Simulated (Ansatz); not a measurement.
**BSiH₃ (triplet): wave-function methods side by side at a displaced geometry (v1), cc-pVDZ**

How much of the correlation energy of BSiH₃ (triplet) does each wave-function method recover here?

Computed with Ansatz 0.2.0, Gaussian basis. Level: cc-pVDZ, core rule «outside noble gas», up to 6 orbitals frozen.

To be run: UHF; CCSD(T) on ROHF; CCSD(T) on UHF; BCCD(T) on ROHF; CISD; CCSDT(Q) on ROHF; CCSDT(Q) on UHF.

29 further runs of the same task are left out: 2 for a known fault of the program, 8 that didn't finish, 19 set aside as unsound or not needed.

## 1. What is computed

The geometry is a PBE0/def2-TZVP stationary point (not a proven minimum) with its atoms shifted at random (size 0.040 Å).

5 atoms, charge 0, spin multiplicity 3.

Atoms are counted from 1 here; the program's logs count them from 0.

Bond lengths: Si1–B2 1.892 Å, Si1–H3 1.499 Å, Si1–H4 1.485 Å, B2–H5 1.251 Å. Angles: B2–Si1–H3 126.7°, B2–Si1–H4 120.0°, H3–Si1–H4 113.3°, Si1–B2–H5 144.1°.

Coordinates:

```xyz
5
BH3Si
Si    0.00278    0.03245    0.51757
B     0.00194   -0.14199   -1.36618
H     0.04991    1.31001    1.29943
H    -0.05287   -1.17923    1.37480
H    -0.09525    0.48811   -2.44241
```

## 2. UHF

in.yaml reads:

```yaml
crystal:
  periodic: [false, false, false]
  atoms:
    - {symbol: Si, position_ang: [0.002777, 0.032445, 0.517568]}
    - {symbol: B, position_ang: [0.001943, -0.141989, -1.366183]}
    - {symbol: H, position_ang: [0.049907, 1.310011, 1.299426]}
    - {symbol: H, position_ang: [-0.052869, -1.179228, 1.374802]}
    - {symbol: H, position_ang: [-0.095254, 0.488107, -2.442407]}
basis:
  gaussian: {orbitals: cc-pVDZ}
magnetization: {spin_polarized: true, initial_magnetization: 2}
hamiltonian: {xc: hf}
output: {orbitals: {seedname: orbitals}}
```

The run is started by

```sh
> ansatz run in.yaml --threads 1 --pin off --events-out ev --progress --plain --max-ram 2393MiB
```

The runs that follow: CCSD(T) on ROHF; CCSD(T) on UHF; BCCD(T) on ROHF; CISD; CCSDT(Q) on ROHF; CCSDT(Q) on UHF.

**Question.** What will the summary of the whole plan be? Wanted: UCCSDT(Q) below the RHF energy; RMP2 from UCCSDT(Q); UMP2 from UCCSDT(Q); RCCSD from UCCSDT(Q); RCCSD(T) from UCCSDT(Q); UCCSD(T) from UCCSDT(Q); RCCSDT(Q) from UCCSDT(Q); T1 diagnostic.

The runs gave:

| quantity | value |
| --- | --- |
| UCCSDT(Q) below the RHF energy | -5.3812 eV |
| RMP2 from UCCSDT(Q) | +27.51 kcal/mol |
| UMP2 from UCCSDT(Q) | +27.74 kcal/mol |
| RCCSD from UCCSDT(Q) | +4.17 kcal/mol |
| RCCSD(T) from UCCSDT(Q) | +0.92 kcal/mol |
| UCCSD(T) from UCCSDT(Q) | +0.92 kcal/mol |
| RCCSDT(Q) from UCCSDT(Q) | +0.01 kcal/mol |
| levels within 1 kcal/mol (43 meV) | RCCSD(T), UCCSD(T), BCCD(T), RCCSDT, UCCSDT, RCCSDT(Q) |
| T1 diagnostic | 0.020 |

In words: RCCSD(T) misses by +0.92 kcal/mol, 0.7 % of the correlation energy. These misses are within one basis, not against nature; the frozen cores of restricted and unrestricted runs differ, which can shift their rows.
